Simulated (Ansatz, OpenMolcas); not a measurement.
**BH3S (SMILES BS): the energy, rung by rung**

BH3S has 5 atoms, charge 0, and is taken as a singlet. SMILES: `BS`. The coordinates come from a PBE0-D4/def2-TZVP relaxation.

```xyz
5

B    -0.3921   -0.4210    0.0881
S     0.1617    1.2369   -0.1543
H    -1.5629   -0.5564    0.2642
H     0.3671   -1.3376    0.0742
H     1.4761    1.0044   -0.3136
```

Each level gives the energy change with the B1–S2 bond stretched from 1.765 to 3.529 Å (eV). The values are calculated.

| level | kind | program | value (eV) | less FCI/STO-3G | CPU time (all runs) |
| --- | --- | --- | --- | --- | --- |
| M06-2X/STO-3G (restricted) | hybrid meta-GGA | OpenMolcas | 8.19 | +2.41 | 8.3 s |
| HSE06/STO-3G (restricted) | range-separated hybrid | Ansatz | 7.88 | +2.10 | 2.2 s |
| wB97M-V/STO-3G (restricted) | range-separated hybrid | Ansatz | 8.35 | +2.57 | 27 s |
| ACPF/STO-3G (restricted) | coupled cluster or CI | OpenMolcas | 2.15 | -3.63 | 3 s |
| BCCD(T)/STO-3G (restricted) | coupled cluster or CI | Ansatz | 5.77 | -0.01 | 0.33 s |
| CCSDT/STO-3G (restricted) | coupled cluster or CI | Ansatz | 5.78 | 0.00 | 0.46 s |
| CISD/STO-3G (restricted) | coupled cluster or CI | OpenMolcas | 6.31 | +0.53 | 3 s |
| FCI/STO-3G | exact in the basis | Ansatz | 5.78 | 0.00 | 2.7 s |

FCI/STO-3G is exact within its basis and frozen core, so for wave-function methods in that basis the difference is their error; functionals converge differently with the basis, so for them it is only a difference. The first shape isn't each level's own minimum. The values span 2.15 to 8.35 eV. All rows use very small basis sets, so none should be taken for the real molecule's value. In so small a basis fixed costs decide the times, and correlated methods can beat functionals. CPU times are rough (shared hosts, several kinds of processor and program).
